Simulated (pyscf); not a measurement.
HB=O + silane (SiH₄) → H₂B–O–SiH₃, gas phase, singlet surface. Structures and frequencies: ωB97X-D3(BJ)/def2-SVP in PySCF. Correlated levels are frozen-core, on RHF or UHF. ΔMP2 is the change of the MP2 total energy from the triple- to the quadruple-zeta basis. ΔG in kcal/mol from CCSD(T)/def2-TZVPP + ΔMP2(QZVPP) energies (ideal gas, 1 atm, RRHO with modes under 100 cm⁻¹ raised to 100, one conformer, R ln 2 for chiral ones without a mode under 150 cm⁻¹).

```json
[
 {"T (K)": "298", "ΔG": "-18.3"},
 {"T (K)": "600", "ΔG": "?"},
 {"T (K)": "900", "ΔG": "-1.9"},
 {"T (K)": "1200", "ΔG": "+6.0"}
]
```

Question: Fit a line to the three values, predict ΔG at 600 K, and estimate where the reaction turns unfavourable at 1 atm of each gas.

Answer: Least squares gives ΔG = -26.3 + 27.0 × T/1000 K, so ΔS is about -113 J/(mol K) and ΔH about -26.3 kcal/mol over this range (ΔH at 298 K: -26.6). At 600 K the line gives -10.1; the computed value is -10.0. ΔG = 0 falls near 970 K; 1 kcal/mol in the energy moves that by 37 K. This is thermodynamics alone and says nothing of the barrier. The CCSD(T) − MP2 part came from Ansatz, without density fitting, on the same reference.
